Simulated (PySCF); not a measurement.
Molecule: `S(C=C)(C)(=O)=O`, C₃H₆O₂S.

Structure with atom numbers: `[CH2:1]=[CH:2][S:3]([CH3:4])(=[O:5])=[O:6]`. Hydrogens are named by the atom that carries them. Ha(C1) is cis to S3; Hb(C1) is trans to S3.

Geometry PBE0-D3(BJ)/def2-SVP throughout; GIAO in PySCF 2.14, gas phase, one conformer, non-relativistic; equivalent atoms averaged; basis pcSseg-1.

Q: How do the absolute shieldings σ depend on the functional? (ppm; last column core-seconds on shared hosts with different chips, so compare them loosely)

A: 
```tsv
functional	kind	C1	C2	C4	S3	O5/O6	Ha(C1)	Hb(C1)	H(C2)	H(C4)	core-s
HF	Hartree–Fock	47.6	48.6	148.6	236.0	172.8	24.51	25.08	25.31	29.11	5.1
LDA	LDA	41.0	24.4	130.9	179.5	98.8	24.14	24.54	24.09	28.14	14
PBE	GGA	46.9	31.8	132.9	202.1	108.4	24.62	25.05	24.58	28.59	18
BLYP	GGA	42.7	26.2	127.3	182.4	106.6	24.86	25.34	24.84	28.76	19
BP86	GGA	46.6	31.4	132.1	197.3	107.8	24.68	25.12	24.66	28.63	19
OPBE	GGA	57.1	44.4	141.2	238.0	121.2	24.63	25.00	24.59	28.63	18
KT2	GGA	58.5	44.0	137.5	236.8	110.6	24.76	25.19	24.71	28.59	30
KT3	GGA	59.6	45.9	138.2	242.7	118.8	24.93	25.36	24.89	28.76	30
B97-D	GGA	50.7	36.2	132.9	204.7	116.1	24.88	25.36	24.90	28.78	29
B3LYP	global hybrid	42.5	29.9	132.0	187.8	119.3	24.69	25.19	24.89	28.79	20
PBE0	global hybrid	46.7	36.3	138.3	208.3	124.3	24.47	24.92	24.70	28.67	11
mPW1PW91	global hybrid	45.8	35.6	137.3	204.3	124.3	24.53	24.98	24.77	28.71	19
WP04	global hybrid	36.4	25.1	125.2	174.7	118.4	25.03	25.53	25.28	28.95	11
B97-2	global hybrid	49.5	39.1	138.1	212.2	127.4	24.66	25.11	24.86	28.78	11
BHandHLYP	global hybrid	43.0	35.8	138.1	200.6	139.0	24.55	25.07	24.99	28.86	10
CAM-B3LYP	range-separated hybrid	41.3	31.1	134.6	190.8	127.1	24.51	25.01	24.83	28.74	15
wB97X-D	range-separated hybrid	45.0	35.9	137.2	203.9	127.5	24.55	25.01	24.87	28.79	14
LC-wPBE	range-separated hybrid	43.8	37.5	141.5	211.7	138.5	24.35	24.79	24.79	28.75	20
```

Q: Which nucleus moves most, in ppm?

A: O5/O6 (S=O oxygen): from 98.8 ppm with LDA to 172.8 ppm with HF. The smallest spread is 0.89 ppm, at Ha(C1). Proton shifts span only some 12 ppm, so a few tenths of a ppm matter as much there as several ppm in carbon.
